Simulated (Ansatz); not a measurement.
# COSi: the cost of one run

Program: Ansatz 0.2.0, Gaussian basis. Level of theory: def2-QZVPP, core rule «outside noble gas», up to 7 orbitals frozen. These are calculated values, not measurements.

Plan: UHF; ROHF; CCSD(T) on UHF.

2 further runs of the same task are left out: 2 set aside as unsound or not needed.

### 1 The system

The geometry is a PBE0/def2-TZVP stationary point (not a proven minimum).

3 atoms, charge 0, spin multiplicity 3.

Atoms are counted from 1 here; the program's logs count them from 0.

Bond lengths: C1–Si2 1.836 Å, Si2–O3 1.510 Å. Angles: C1–Si2–O3 180.0°.

### 2 UHF

in.yaml reads:

```yaml
crystal:
  periodic: [false, false, false]
  atoms:
    - {symbol: C, position_ang: [0.000000, 0.000000, 1.727200]}
    - {symbol: Si, position_ang: [0.000000, 0.000000, -0.108700]}
    - {symbol: O, position_ang: [0.000000, 0.000000, -1.618500]}
basis:
  gaussian: {orbitals: "def2-QZVPP.json"}
magnetization: {spin_polarized: true, initial_magnetization: 2}
hamiltonian: {xc: hf}
output: {orbitals: {seedname: orbitals}}
```

Command:

```console
ansatz run in.yaml --threads 1 --pin off --events-out ev --progress --plain --max-ram 2393MiB
```

Q: Estimate wall time and peak memory on 1 thread of Arm Neoverse V2, shared host.

About 14 s, with a peak of 0.39 GiB.
